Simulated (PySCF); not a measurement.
## Basis-set dependence of excited states

Compound: hydrogen methyl disulfide, CH4S2.
SMILES: `CSS`

TDDFT with PBE0 (PySCF), vertical singlets, core orbitals frozen in the response, spherical d and f functions. Geometry: PBE0-D3(BJ)/def2-SVP, one conformer, isolated molecule.

Compare 6-31G*, def2-SVP, 6-31+G*, def2-SVPD, aug-cc-pVDZ, def2-TZVP, def2-TZVPD and aug-cc-pVTZ for this molecule.

```json
{"basis": "6-31G*", "functions": "58", "diffuse": "no", "S1 (eV)": "4.65", "S2 (eV)": "5.07", "S3 (eV)": "6.77", "S4 (eV)": "6.89", "S5 (eV)": "6.93", "LUMO (eV)": "-0.69", "α (au)": "42.9"}
{"basis": "def2-SVP", "functions": "70", "diffuse": "no", "S1 (eV)": "4.82", "S2 (eV)": "5.23", "S3 (eV)": "6.60", "S4 (eV)": "6.75", "S5 (eV)": "6.97", "LUMO (eV)": "-0.37", "α (au)": "42.1"}
{"basis": "6-31+G*", "functions": "70", "diffuse": "yes", "S1 (eV)": "4.57", "S2 (eV)": "4.98", "S3 (eV)": "5.85", "S4 (eV)": "6.08", "S5 (eV)": "6.20", "LUMO (eV)": "-0.91", "α (au)": "48.8"}
{"basis": "def2-SVPD", "functions": "106", "diffuse": "yes", "S1 (eV)": "4.52", "S2 (eV)": "4.93", "S3 (eV)": "5.91", "S4 (eV)": "6.14", "S5 (eV)": "6.34", "LUMO (eV)": "-0.94", "α (au)": "57.1"}
{"basis": "aug-cc-pVDZ", "functions": "113", "diffuse": "yes", "S1 (eV)": "4.53", "S2 (eV)": "4.94", "S3 (eV)": "5.61", "S4 (eV)": "5.89", "S5 (eV)": "6.04", "LUMO (eV)": "-0.88", "α (au)": "57.2"}
{"basis": "def2-TZVP", "functions": "129", "diffuse": "no", "S1 (eV)": "4.61", "S2 (eV)": "5.01", "S3 (eV)": "6.16", "S4 (eV)": "6.33", "S5 (eV)": "6.49", "LUMO (eV)": "-0.68", "α (au)": "50.3"}
{"basis": "def2-TZVPD", "functions": "165", "diffuse": "yes", "S1 (eV)": "4.52", "S2 (eV)": "4.92", "S3 (eV)": "5.77", "S4 (eV)": "5.99", "S5 (eV)": "6.09", "LUMO (eV)": "-0.88", "α (au)": "58.3"}
{"basis": "aug-cc-pVTZ", "functions": "238", "diffuse": "yes", "S1 (eV)": "4.55", "S2 (eV)": "4.95", "S3 (eV)": "5.60", "S4 (eV)": "5.88", "S5 (eV)": "6.02", "LUMO (eV)": "-0.86", "α (au)": "58.2"}
```

States are compared by their number. Against the largest diffuse basis here (aug-cc-pVTZ, itself not a converged limit), sets without diffuse functions differ by up to 0.27 eV in S1 and 0.95 eV in S5; the smaller diffuse sets differ by up to 0.03 and 0.32 eV. State by state, the largest deviation of a set without diffuse functions is S1 0.27, S2 0.28, S3 1.17, S4 1.01, S5 0.95 eV. The same number needn't mean the same state in each row. Against aug-cc-pVTZ the polarisability deviates by -26% in 6-31G*, -28% in def2-SVP, -16% in 6-31+G*, -2% in def2-SVPD, -2% in aug-cc-pVDZ, -14% in def2-TZVP, 0% in def2-TZVPD. A single + in a Pople set puts diffuse functions on heavy atoms only.
